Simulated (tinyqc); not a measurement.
Inside a calculation (part 1 of 2). Method: RHF in the sto-3g basis, for H2F+, spin multiplicity 1. Computed by tinyqc, a small Python program that keeps every step (integrals from PySCF). Settings: charge = 1, multiplicity = 1, basis = sto-3g, energy threshold = 1e-09, iteration cap = 69, orthogonalisation = canonical, start = atomic densities, DIIS depth = 8, method = RHF. Command: `OMP_NUM_THREADS=1 python tinyqc.py 24515 24516 out.jsonl` (the two numbers bound the seeds that draw the settings). One thread of a shared host (Intel(R) Xeon(R) Processor @ 2.60GHz), about 0.08 s of CPU time with the checks. Later iterations appear only in the table of the cycle.

## One-electron integrals

Geometry (angstrom):
```
atom         x          y         z
F     0.000000   0.000000  0.000000
H     0.000000   1.000000  0.795000
H     0.000000  -1.034000  0.822000
```

Basis sto-3g: exponents (1/bohr^2) and contraction coefficients of normalised primitives:
```
element  l (shell)    exponent  coefficient
F            s (1)  166.679130     0.154329
F            s (1)   30.360812     0.535328
F            s (1)    8.216821     0.444635
F            s (2)    6.464803    -0.099967
F            s (2)    1.502281     0.399513
F            s (2)    0.488588     0.700115
F            p (3)    6.464803     0.155916
F            p (3)    1.502281     0.607684
F            p (3)    0.488588     0.391957
H            s (1)    3.425251     0.154329
H            s (1)    0.623914     0.535328
H            s (1)    0.168855     0.444635
```

Overlap, kinetic and nuclear-attraction integrals over the contracted functions; the nuclear repulsion is the sum of Za Zb / Rab.

nuclear repulsion = 7.59368289 hartree

overlap S, order 1F 1s, 1F 2s, 1F 2px, 1F 2py, 1F 2pz, 2H 1s, 3H 1s:
```
[[1.000000, 0.237990, 0.000000, 0.000000, 0.000000, 0.021021, 0.019032],
 [0.237990, 1.000000, 0.000000, 0.000000, 0.000000, 0.247066, 0.228397],
 [0.000000, 0.000000, 1.000000, 0.000000, 0.000000, 0.000000, 0.000000],
 [0.000000, 0.000000, 0.000000, 1.000000, 0.000000, 0.171677, -0.160424],
 [0.000000, 0.000000, 0.000000, 0.000000, 1.000000, 0.136483, 0.127532],
 [0.021021, 0.247066, 0.000000, 0.171677, 0.136483, 1.000000, 0.112684],
 [0.019032, 0.228397, 0.000000, -0.160424, 0.127532, 0.112684, 1.000000]]
```

kinetic energy T (hartree), order 1F 1s, 1F 2s, 1F 2px, 1F 2py, 1F 2pz, 2H 1s, 3H 1s:
```
[[36.984577, -0.212858, 0.000000, 0.000000, 0.000000, -0.006825, -0.006238],
 [-0.212858, 1.037995, 0.000000, 0.000000, 0.000000, 0.008523, 0.001873],
 [0.000000, 0.000000, 3.248015, 0.000000, 0.000000, 0.000000, 0.000000],
 [0.000000, 0.000000, 0.000000, 3.248015, 0.000000, 0.056687, -0.045671],
 [0.000000, 0.000000, 0.000000, 0.000000, 3.248015, 0.045066, 0.036307],
 [-0.006825, 0.008523, 0.000000, 0.056687, 0.045066, 0.760032, -0.010482],
 [-0.006238, 0.001873, 0.000000, -0.045671, 0.036307, -0.010482, 0.760032]]
```

nuclear attraction V (hartree), order 1F 1s, 1F 2s, 1F 2px, 1F 2py, 1F 2pz, 2H 1s, 3H 1s:
```
[[-77.824417, -9.370732, 0.000000, -0.000393, -0.009343, -0.847069, -0.766869],
 [-9.370732, -12.355789, 0.000000, -0.004821, -0.116570, -2.168001, -1.985755],
 [0.000000, 0.000000, -12.232344, 0.000000, 0.000000, 0.000000, 0.000000],
 [-0.000393, -0.004821, 0.000000, -12.289141, -0.002170, -1.275926, 1.174765],
 [-0.009343, -0.116570, 0.000000, -0.002170, -12.268240, -1.037735, -0.956635],
 [-0.847069, -2.168001, 0.000000, -1.275926, -1.037735, -5.176627, -0.649156],
 [-0.766869, -1.985755, 0.000000, 1.174765, -0.956635, -0.649156, -5.061299]]
```

core Hamiltonian H = T + V (hartree), order 1F 1s, 1F 2s, 1F 2px, 1F 2py, 1F 2pz, 2H 1s, 3H 1s:
```
[[-40.839841, -9.583589, 0.000000, -0.000393, -0.009343, -0.853894, -0.773108],
 [-9.583589, -11.317793, 0.000000, -0.004821, -0.116570, -2.159478, -1.983882],
 [0.000000, 0.000000, -8.984330, 0.000000, 0.000000, 0.000000, 0.000000],
 [-0.000393, -0.004821, 0.000000, -9.041126, -0.002170, -1.219239, 1.129094],
 [-0.009343, -0.116570, 0.000000, -0.002170, -9.020225, -0.992669, -0.920328],
 [-0.853894, -2.159478, 0.000000, -1.219239, -0.992669, -4.416595, -0.659638],
 [-0.773108, -1.983882, 0.000000, 1.129094, -0.920328, -0.659638, -4.301267]]
```

## Two-electron integrals

Functions are numbered as in S; the eight-fold symmetry (ij|kl) = (ji|kl) = (kl|ij) leaves the list below.

Two-electron integrals (ij|kl) in chemists' order, unique and non-zero (hartree):
```
(11|11) 5.403501    (21|11) 0.841920    (21|21) 0.156299    (22|11) 1.268028
(22|21) 0.292344    (22|22) 0.926167    (31|31) 0.027998    (32|31) 0.043169
(32|32) 0.204588    (33|11) 1.264502    (33|21) 0.292403    (33|22) 0.925959
(33|33) 0.997514    (41|41) 0.027998    (42|41) 0.043169    (42|42) 0.204588
(43|43) 0.053770    (44|11) 1.264502    (44|21) 0.292403    (44|22) 0.925959
(44|33) 0.889973    (44|44) 0.997514    (51|51) 0.027998    (52|51) 0.043169
(52|52) 0.204588    (53|53) 0.053770    (54|54) 0.053770    (55|11) 1.264502
(55|21) 0.292403    (55|22) 0.925959    (55|33) 0.889973    (55|44) 0.889973
(55|55) 0.997514    (61|11) 0.075225    (61|21) 0.013859    (61|22) 0.025801
(61|33) 0.025763    (61|41) 0.000424    (61|42) 0.000804    (61|44) 0.025835
(61|51) 0.000337    (61|52) 0.000639    (61|54) 0.000057    (61|55) 0.025809
(61|61) 0.001241    (62|11) 0.211970    (62|21) 0.049619    (62|22) 0.178074
(62|33) 0.175392    (62|41) 0.002615    (62|42) 0.021441    (62|44) 0.180212
(62|51) 0.002079    (62|52) 0.017046    (62|54) 0.003832    (62|55) 0.178439
(62|61) 0.004468    (62|62) 0.044061    (63|31) 0.004930    (63|32) 0.030229
(63|43) 0.004379    (63|53) 0.003481    (63|63) 0.006222    (64|11) 0.119956
(64|21) 0.028418    (64|22) 0.109275    (64|33) 0.104794    (64|41) 0.006224
(64|42) 0.042506    (64|44) 0.116346    (64|51) 0.001029    (64|52) 0.009760
(64|54) 0.005703    (64|55) 0.106561    (64|61) 0.002651    (64|62) 0.033300
(64|64) 0.031255    (65|11) 0.095365    (65|21) 0.022593    (65|22) 0.086874
(65|33) 0.083311    (65|41) 0.001029    (65|42) 0.009760    (65|44) 0.085533
(65|51) 0.005748    (65|52) 0.037988    (65|54) 0.006145    (65|55) 0.091678
(65|61) 0.002108    (65|62) 0.026473    (65|64) 0.019901    (65|65) 0.022043
(66|11) 0.409869    (66|21) 0.097468    (66|22) 0.404525    (66|33) 0.392574
(66|41) 0.005656    (66|42) 0.066569    (66|44) 0.414345    (66|51) 0.004497
(66|52) 0.052922    (66|54) 0.017308    (66|55) 0.406333    (66|61) 0.008805
(66|62) 0.135771    (66|64) 0.120085    (66|65) 0.095467    (66|66) 0.774606
(71|11) 0.068104    (71|21) 0.012547    (71|22) 0.023359    (71|33) 0.023326
(71|41) -0.000379   (71|42) -0.000719   (71|44) 0.023389    (71|51) 0.000302
(71|52) 0.000572    (71|54) -0.000050   (71|55) 0.023366    (71|61) 0.001111
(71|62) 0.003948    (71|64) 0.002178    (71|65) 0.001864    (71|66) 0.007754
(71|71) 0.001017    (72|11) 0.194243    (72|21) 0.045478    (72|22) 0.163519
(72|33) 0.161065    (72|41) -0.002386   (72|42) -0.019698   (72|44) 0.165476
(72|51) 0.001897    (72|52) 0.015659    (72|54) -0.003506   (72|55) 0.163852
(72|61) 0.003997    (72|62) 0.032751    (72|64) 0.017187    (72|65) 0.019098
(72|66) 0.081666    (72|71) 0.003707    (72|72) 0.037376    (73|31) 0.004492
(73|32) 0.027658    (73|43) -0.004008   (73|53) 0.003186    (73|63) 0.004449
(73|73) 0.005253    (74|11) -0.110669   (74|21) -0.026222   (74|22) -0.101057
(74|33) -0.096945   (74|41) 0.005675    (74|42) 0.038967    (74|44) -0.107537
(74|51) -0.000941   (74|52) -0.008990   (74|54) 0.005234    (74|55) -0.098573
(74|61) -0.002220   (74|62) -0.017353   (74|64) -0.004921   (74|65) -0.009959
(74|66) -0.041101   (74|71) -0.002212   (74|72) -0.028472   (74|74) 0.026836
(75|11) 0.087979    (75|21) 0.020846    (75|22) 0.080337    (75|33) 0.077068
(75|41) -0.000941   (75|42) -0.008990   (75|44) 0.079116    (75|51) 0.005240
(75|52) 0.034805    (75|54) -0.005636   (75|55) 0.084735    (75|61) 0.001899
(75|62) 0.019204    (75|64) 0.009935    (75|65) 0.015527    (75|66) 0.052718
(75|71) 0.001759    (75|72) 0.022635    (75|74) -0.017158   (75|75) 0.018893
(76|11) 0.058453    (76|21) 0.013846    (76|22) 0.055300    (76|33) 0.054172
(76|41) -0.000006   (76|42) -0.000080   (76|44) 0.055032    (76|51) 0.000858
(76|52) 0.008978    (76|54) -0.000015   (76|55) 0.056642    (76|61) 0.001237
(76|62) 0.014343    (76|64) 0.009586    (76|65) 0.009921    (76|66) 0.052321
(76|71) 0.001120    (76|72) 0.013304    (76|74) -0.009028   (76|75) 0.009278
(76|76) 0.006512    (77|11) 0.397078    (77|21) 0.094438    (77|22) 0.392664
(77|33) 0.381439    (77|41) -0.005342   (77|42) -0.063365   (77|44) 0.401899
(77|51) 0.004246    (77|52) 0.050373    (77|54) -0.016266   (77|55) 0.394370
(77|61) 0.008299    (77|62) 0.086368    (77|64) 0.043254    (77|65) 0.055287
(77|66) 0.259370    (77|71) 0.007717    (77|72) 0.122637    (77|74) -0.109534
(77|75) 0.087076    (77|76) 0.052321    (77|77) 0.774606
```

## Orthogonalisation

S = U s U^T; canonical form X = U s^(-1/2), so that X^T S X = 1. Each column of U has its largest component positive (the first on a tie).

eigenvalues of S: [0.607510, 0.703281, 0.901527, 1.000000, 1.102370, 1.184852, 1.500460]

X, order 1F 1s, 1F 2s, 1F 2px, 1F 2py, 1F 2pz, 2H 1s, 3H 1s:
```
[[-0.491385, 0.072408, 0.627496, 0.000000, -0.591827, -0.024166, 0.268087],
 [0.893233, -0.092770, -0.214268, 0.000000, -0.293762, -0.020188, 0.498076],
 [0.000000, 0.000000, 0.000000, 1.000000, 0.000000, 0.000000, 0.000000],
 [0.084763, 0.733979, -0.010166, 0.000000, -0.010624, 0.721059, 0.018378],
 [0.330244, -0.022402, 0.723300, 0.000000, 0.601035, 0.002988, 0.205740],
 [-0.571748, -0.609927, -0.258021, 0.000000, 0.222241, 0.390216, 0.403999],
 [-0.404473, 0.704855, -0.282359, 0.000000, 0.244610, -0.413270, 0.375007]]
```

## Starting guess

The start is atomic minimal-basis densities projected into this basis (PySCF's MINAO start) and scaled to the electron count of each spin; this density is not idempotent, so its energy is not variational and may lie below the converged one.

D at the start, order 1F 1s, 1F 2s, 1F 2px, 1F 2py, 1F 2pz, 2H 1s, 3H 1s:
```
[[1.955987, -0.457979, 0.000000, 0.000568, 0.009834, -0.012075, -0.011926],
 [-0.457979, 1.928207, 0.000000, -0.003216, -0.052377, 0.046754, 0.047123],
 [0.000000, 0.000000, 1.484600, 0.000000, 0.000000, 0.000000, 0.000000],
 [0.000568, -0.003216, 0.000000, 1.396296, -0.002648, 0.135120, -0.135013],
 [0.009834, -0.052377, 0.000000, -0.002648, 1.436021, 0.088233, 0.087838],
 [-0.012075, 0.046754, 0.000000, 0.135120, 0.088233, 0.913701, 0.042811],
 [-0.011926, 0.047123, 0.000000, -0.135013, 0.087838, 0.042811, 0.913660]]
```

## Iteration 1: building the Fock matrix

J_ij = sum D_kl (ij|kl), K_ij = sum D_kl (ik|jl); F = H + J - 0.5 K; E = tr D H + tr D J / 2 - 0.25 tr D K + E_nn.

Coulomb J (hartree), order 1F 1s, 1F 2s, 1F 2px, 1F 2py, 1F 2pz, 2H 1s, 3H 1s:
```
[[18.573358, 3.536828, 0.000000, 0.000226, 0.006915, 0.314005, 0.284276],
 [3.536828, 8.845858, 0.000000, 0.002911, 0.095489, 1.711812, 1.571469],
 [0.000000, 0.000000, 8.817534, 0.000000, 0.000000, 0.000000, 0.000000],
 [0.000226, 0.002911, 0.000000, 8.854295, 0.000917, 1.058774, -0.978238],
 [0.006915, 0.095489, 0.000000, 0.000917, 8.841194, 0.861611, 0.796748],
 [0.314005, 1.711812, 0.000000, 1.058774, 0.861611, 4.270194, 0.553075],
 [0.284276, 1.571469, 0.000000, -0.978238, 0.796748, 0.553075, 4.171150]]
```

exchange K (hartree), order 1F 1s, 1F 2s, 1F 2px, 1F 2py, 1F 2pz, 2H 1s, 3H 1s:
```
[[10.221782, 1.755253, 0.000000, 0.000438, 0.004292, 0.174299, 0.158091],
 [1.755253, 2.830837, 0.000000, 0.003940, 0.039476, 0.673697, 0.620729],
 [0.000000, 0.000000, 2.062424, 0.000000, 0.000000, 0.000000, 0.000000],
 [0.000438, 0.003940, 0.000000, 2.081998, 0.001800, 0.376494, -0.348209],
 [0.004292, 0.039476, 0.000000, 0.001800, 2.076613, 0.316837, 0.295434],
 [0.174299, 0.673697, 0.000000, 0.376494, 0.316837, 0.945221, 0.200023],
 [0.158091, 0.620729, 0.000000, -0.348209, 0.295434, 0.200023, 0.915814]]
```

Fock matrix F (hartree), order 1F 1s, 1F 2s, 1F 2px, 1F 2py, 1F 2pz, 2H 1s, 3H 1s:
```
[[-27.377374, -6.924388, 0.000000, -0.000386, -0.004574, -0.627038, -0.567878],
 [-6.924388, -3.887354, 0.000000, -0.003880, -0.040818, -0.784514, -0.722777],
 [0.000000, 0.000000, -1.198007, 0.000000, 0.000000, 0.000000, 0.000000],
 [-0.000386, -0.003880, 0.000000, -1.227829, -0.002153, -0.348711, 0.324960],
 [-0.004574, -0.040818, 0.000000, -0.002153, -1.217337, -0.289476, -0.271296],
 [-0.627038, -0.784514, 0.000000, -0.348711, -0.289476, -0.619012, -0.206575],
 [-0.567878, -0.722777, 0.000000, 0.324960, -0.271296, -0.206575, -0.588024]]
```

total energy of this density = -93.71995406 hartree

This density is the starting one; it is not idempotent, so its energy is not variational and may lie below the converged one.

## Iteration 1: diagonalisation and new density

Diagonalise F' = X^T F X, C = X C', fill 5 alpha and 5 beta electrons from the bottom; D = 2 C_occ C_occ^T. Each column has its largest component positive (the first on a tie).

F' = X^T F X (hartree):
```
[[-3.253715, 0.479676, 4.712832, 0.000000, -4.973603, -0.233807, 2.339454],
 [0.479676, -0.438170, -0.797252, 0.000000, 0.866078, -0.283393, -0.458748],
 [4.712832, -0.797252, -9.394044, 0.000000, 9.494666, 0.431646, -5.986673],
 [0.000000, 0.000000, 0.000000, -1.198007, 0.000000, 0.000000, 0.000000],
 [-4.973603, 0.866078, 9.494666, 0.000000, -12.464265, -0.508282, 7.232722],
 [-0.233807, -0.283393, 0.431646, 0.000000, -0.508282, -1.179783, 0.313661],
 [2.339454, -0.458748, -5.986673, 0.000000, 7.232722, 0.313661, -6.014840]]
```

orbital energies (hartree): [-27.384632, -2.271682, -1.271541, -1.241939, -1.198007, -0.330119, -0.244903]

coefficients C, order 1F 1s, 1F 2s, 1F 2px, 1F 2py, 1F 2pz, 2H 1s, 3H 1s:
```
[[0.995599, -0.257603, 0.005172, 0.024173, 0.000000, 0.070046, 0.008518],
 [0.018218, 1.005799, -0.025183, -0.116768, 0.000000, -0.397926, -0.050869],
 [0.000000, 0.000000, 0.000000, 0.000000, 1.000000, 0.000000, 0.000000],
 [0.000068, 0.003495, 0.917928, -0.120378, 0.000000, 0.025569, -0.456774],
 [0.000705, 0.036275, 0.117200, 0.944067, 0.000000, -0.358175, -0.041250],
 [-0.002060, 0.043846, 0.177393, 0.104229, 0.000000, 0.644718, 0.818801],
 [-0.001879, 0.039954, -0.139139, 0.138478, 0.000000, 0.768184, -0.693657]]
```

D after iteration 1, order 1F 1s, 1F 2s, 1F 2px, 1F 2py, 1F 2pz, 2H 1s, 3H 1s:
```
[[2.116377, -0.487823, 0.000000, 0.002010, 0.029569, -0.019817, -0.019071],
 [-0.487823, 2.052464, 0.000000, -0.011087, -0.153381, 0.054850, 0.054971],
 [0.000000, 0.000000, 2.000000, 0.000000, 0.000000, 0.000000, 0.000000],
 [0.002010, -0.011087, 0.000000, 1.714189, -0.011874, 0.300881, -0.288500],
 [0.029569, -0.153381, 0.000000, -0.011874, 1.812629, 0.241557, 0.231746],
 [-0.019817, 0.054850, 0.000000, 0.300881, 0.241557, 0.088517, -0.016987],
 [-0.019071, 0.054971, 0.000000, -0.288500, 0.231746, -0.016987, 0.080271]]
```

## Iteration 2: building the Fock matrix

As before.

Coulomb J (hartree), order 1F 1s, 1F 2s, 1F 2px, 1F 2py, 1F 2pz, 2H 1s, 3H 1s:
```
[[20.533773, 3.923372, 0.000000, -0.000218, -0.004098, 0.348056, 0.315123],
 [3.923372, 9.721253, 0.000000, 0.000271, -0.002694, 1.821484, 1.671459],
 [0.000000, 0.000000, 9.718711, 0.000000, 0.000000, 0.000000, 0.000000],
 [-0.000218, 0.000271, 0.000000, 9.707610, -0.000247, 1.103622, -1.019413],
 [-0.004098, -0.002694, 0.000000, -0.000247, 9.710969, 0.878809, 0.811991],
 [0.348056, 1.821484, 0.000000, 1.103622, 0.878809, 4.094097, 0.557975],
 [0.315123, 1.671459, 0.000000, -1.019413, 0.811991, 0.557975, 3.969374]]
```

exchange K (hartree), order 1F 1s, 1F 2s, 1F 2px, 1F 2py, 1F 2pz, 2H 1s, 3H 1s:
```
[[11.088215, 1.928824, 0.000000, 0.000083, 0.000747, 0.182850, 0.165786],
 [1.928824, 3.156567, 0.000000, -0.002315, -0.043905, 0.632674, 0.581843],
 [0.000000, 0.000000, 2.636627, 0.000000, 0.000000, 0.000000, 0.000000],
 [0.000083, -0.002315, 0.000000, 2.502792, -0.004553, 0.398162, -0.370107],
 [0.000747, -0.043905, 0.000000, -0.004553, 2.545901, 0.325928, 0.304265],
 [0.182850, 0.632674, 0.000000, 0.398162, 0.325928, 0.386315, 0.113982],
 [0.165786, 0.581843, 0.000000, -0.370107, 0.304265, 0.113982, 0.338381]]
```

Fock matrix F (hartree), order 1F 1s, 1F 2s, 1F 2px, 1F 2py, 1F 2pz, 2H 1s, 3H 1s:
```
[[-25.850175, -6.624629, 0.000000, -0.000652, -0.013815, -0.597263, -0.540878],
 [-6.624629, -3.174823, 0.000000, -0.003392, -0.097311, -0.654331, -0.603345],
 [0.000000, 0.000000, -0.583932, 0.000000, 0.000000, 0.000000, 0.000000],
 [-0.000652, -0.003392, 0.000000, -0.584912, -0.000140, -0.314697, 0.294735],
 [-0.013815, -0.097311, 0.000000, -0.000140, -0.582207, -0.276824, -0.260469],
 [-0.597263, -0.654331, 0.000000, -0.314697, -0.276824, -0.515656, -0.158654],
 [-0.540878, -0.603345, 0.000000, 0.294735, -0.260469, -0.158654, -0.501084]]
```

total energy of this density = -98.52471697 hartree

## Iteration 2: DIIS over 2 matrices

error matrix X^T (FDS - SDF) X:
```
[[0.000000, 0.002335, 0.018815, 0.000000, 0.209571, 0.054560, 0.206168],
 [-0.002335, 0.000000, -0.001284, 0.000000, -0.023999, 0.436840, -0.002335],
 [-0.018815, 0.001284, 0.000000, 0.000000, 0.138121, -0.007152, 0.140064],
 [0.000000, 0.000000, 0.000000, 0.000000, 0.000000, 0.000000, 0.000000],
 [-0.209571, 0.023999, -0.138121, 0.000000, 0.000000, -0.000732, 0.069659],
 [-0.054560, -0.436840, 0.007152, 0.000000, 0.000732, 0.000000, 0.004808],
 [-0.206168, 0.002335, -0.140064, 0.000000, -0.069659, -0.004808, 0.000000]]
```

B (overlaps of the stored error matrices):
```
[[2.8392379e+00, -3.3054685e-01],
 [-3.3054685e-01, 6.4959235e-01]]
```

Minimise |sum c_i e_i|^2 with sum c_i = 1: solve [B -1; -1 0][c; lambda] = [0; -1] with B_ij = tr e_i^T e_j, and take F = sum c_i F_i.

DIIS coefficients: [0.236182, 0.763818]

extrapolated F (hartree), order 1F 1s, 1F 2s, 1F 2px, 1F 2py, 1F 2pz, 2H 1s, 3H 1s:
```
[[-26.210872, -6.695427, 0.000000, -0.000589, -0.011632, -0.604295, -0.547255],
 [-6.695427, -3.343110, 0.000000, -0.003507, -0.083969, -0.685078, -0.631553],
 [0.000000, 0.000000, -0.728966, 0.000000, 0.000000, 0.000000, 0.000000],
 [-0.000589, -0.003507, 0.000000, -0.736758, -0.000615, -0.322731, 0.301874],
 [-0.011632, -0.083969, 0.000000, -0.000615, -0.732214, -0.279812, -0.263026],
 [-0.604295, -0.685078, 0.000000, -0.322731, -0.279812, -0.540067, -0.169972],
 [-0.547255, -0.631553, 0.000000, 0.301874, -0.263026, -0.169972, -0.521618]]
```

## Iteration 2: diagonalisation and new density

As before.

F' = X^T F X (hartree):
```
[[-2.805081, 0.454273, 4.480673, 0.000000, -4.738773, -0.203671, 2.409666],
 [0.454273, -0.182767, -0.756091, 0.000000, 0.827136, -0.052175, -0.455670],
 [4.480673, -0.756091, -8.694253, 0.000000, 9.313803, 0.414349, -5.786913],
 [0.000000, 0.000000, 0.000000, -0.728966, 0.000000, 0.000000, 0.000000],
 [-4.738773, 0.827136, 9.313803, 0.000000, -11.754751, -0.486850, 6.949668],
 [-0.203671, -0.052175, 0.414349, 0.000000, -0.486850, -0.883445, 0.305821],
 [2.409666, -0.455670, -5.786913, 0.000000, 6.949668, 0.305821, -5.604313]]
```

orbital energies (hartree): [-26.220248, -1.755529, -0.872497, -0.803943, -0.728966, -0.178631, -0.093763]

coefficients C, order 1F 1s, 1F 2s, 1F 2px, 1F 2py, 1F 2pz, 2H 1s, 3H 1s:
```
[[0.994908, -0.254459, 0.006009, 0.056600, 0.000000, 0.071173, 0.016440],
 [0.021011, 0.977171, -0.029160, -0.265918, 0.000000, -0.389533, -0.092531],
 [0.000000, 0.000000, 0.000000, 0.000000, 1.000000, 0.000000, 0.000000],
 [0.000089, 0.003498, 0.799277, -0.048531, 0.000000, 0.115231, -0.641795],
 [0.001143, 0.083564, 0.043246, 0.858377, 0.000000, -0.527528, -0.111148],
 [-0.002588, 0.084339, 0.339843, 0.235950, 0.000000, 0.524622, 0.822704],
 [-0.002356, 0.077339, -0.307536, 0.268779, 0.000000, 0.790170, -0.560558]]
```

D after iteration 2, order 1F 1s, 1F 2s, 1F 2px, 1F 2py, 1F 2pz, 2H 1s, 3H 1s:
```
[[2.115663, -0.485945, 0.000000, 0.002511, 0.057435, -0.017277, -0.017317],
 [-0.485945, 2.053734, 0.000000, -0.013964, -0.295678, 0.019412, 0.026037],
 [0.000000, 0.000000, 2.000000, 0.000000, 0.000000, 0.000000, 0.000000],
 [0.002511, -0.013964, 0.000000, 1.282421, -0.013600, 0.520945, -0.517160],
 [0.057435, -0.295678, 0.000000, -0.013600, 1.491332, 0.448552, 0.447749],
 [-0.017277, 0.019412, 0.000000, 0.520945, 0.448552, 0.356572, -0.069133],
 [-0.017317, 0.026037, 0.000000, -0.517160, 0.447749, -0.069133, 0.345615]]
```
